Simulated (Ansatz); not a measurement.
# H₂S (triplet): wave-function methods side by side at distance H1–H2 along a hydrogen transfer = 1.368 Å, 6-31G

How much of the correlation energy of H₂S (triplet) does each wave-function method recover here?

Method: 6-31G, core rule «outside noble gas», up to 5 orbitals frozen; program: Ansatz 0.2.0, Gaussian basis.

To be run: UHF; CCSD(T) on ROHF; CCSD(T) on UHF; BCCD(T) on ROHF; CISD; CCSDT(Q) on ROHF; CCSDT(Q) on UHF; CISDTQ; CCSDTQ on ROHF; CCSDTQ on UHF; CASSCF and MRCISD+Q, 4 electrons in 4 orbitals; CASSCF and NEVPT2, 4 electrons in 4 orbitals; CASSCF and MRCISD+Q, 8 electrons in 6 orbitals; CASSCF and NEVPT2, 8 electrons in 6 orbitals; Full CI.

3 further runs of the same task are left out: 3 that didn't finish.

### 1 The system

The geometry derives from fragments relaxed apart (PBE0/def2-TZVP) and kept rigid, so it is no stationary point. A hydrogen atom is moved between rigid fragments.

3 atoms, charge 0, spin multiplicity 3.

Atoms are counted from 1 here; the program's logs count them from 0.

Bond lengths: H2–S3 1.380 Å.

### 2 UHF

in.yaml reads:

```yaml
crystal:
  periodic: [false, false, false]
  atoms:
    - {symbol: H, position_ang: [0.000000, 0.000000, -1.372000]}
    - {symbol: H, position_ang: [0.000000, 0.000000, -0.004000]}
    - {symbol: S, position_ang: [0.000000, 0.000000, 1.376000]}
basis:
  gaussian: {orbitals: 6-31G}
magnetization: {spin_polarized: true, initial_magnetization: 2}
hamiltonian: {xc: hf}
output: {orbitals: {seedname: orbitals}}
```

Launch:

```sh
$ ansatz run in.yaml --threads 1 --pin off --events-out ev --progress --plain --max-ram 2393MiB
```

Further steps of the session: CCSD(T) on ROHF; CCSD(T) on UHF; BCCD(T) on ROHF; CISD; CCSDT(Q) on ROHF; CCSDT(Q) on UHF; CISDTQ; CCSDTQ on ROHF; CCSDTQ on UHF; CASSCF and MRCISD+Q, 4 electrons in 4 orbitals; CASSCF and NEVPT2, 4 electrons in 4 orbitals; CASSCF and MRCISD+Q, 8 electrons in 6 orbitals; CASSCF and NEVPT2, 8 electrons in 6 orbitals; Full CI.

**Question.** What will the summary of the whole plan be? Wanted: FCI below the RHF energy; RMP2 from FCI; UMP2 from FCI; RCCSD from FCI; RCCSD(T) from FCI; UCCSD(T) from FCI; RCCSDT(Q) from FCI; UCCSDT(Q) from FCI; NEVPT2 pair from FCI.

The runs gave:

| quantity | value |
| --- | --- |
| FCI below the RHF energy | -1.5003 eV |
| RMP2 from FCI | +370.4 meV |
| UMP2 from FCI | +348.8 meV |
| RCCSD from FCI | +16.3 meV |
| RCCSD(T) from FCI | +4.5 meV |
| UCCSD(T) from FCI | +4.3 meV |
| RCCSDT(Q) from FCI | +0.2 meV |
| UCCSDT(Q) from FCI | +0.1 meV |
| NEVPT2 pair from FCI | +194.5 meV |
| MRCISD+Q pair from FCI | +11.2 meV |
| NEVPT2 valence from FCI | +242.5 meV |
| levels within 1 kcal/mol (43 meV) | RCCSD, UCCSD, RCCSD(T), UCCSD(T), BCCD(T), RCCSDT, UCCSDT, CISDTQ, RCCSDT(Q), UCCSDT(Q), RCCSDTQ, UCCSDTQ, MRCISD pair, MRCISD+Q pair, MRCISD valence, MRCISD+Q valence |
| T1 diagnostic | 0.022 |
| effectively unpaired electrons | 2.01 |

What this shows: RCCSD(T) misses by +4.5 meV, 0.3 % of the correlation energy. One determinant dominates. Of the multireference levels listed MRCISD+Q valence comes nearest in total energy (+9.3 meV), which doesn't show that its space is the better one. These misses are within one basis, not against nature; the frozen cores of restricted and unrestricted runs differ, which can shift their rows.
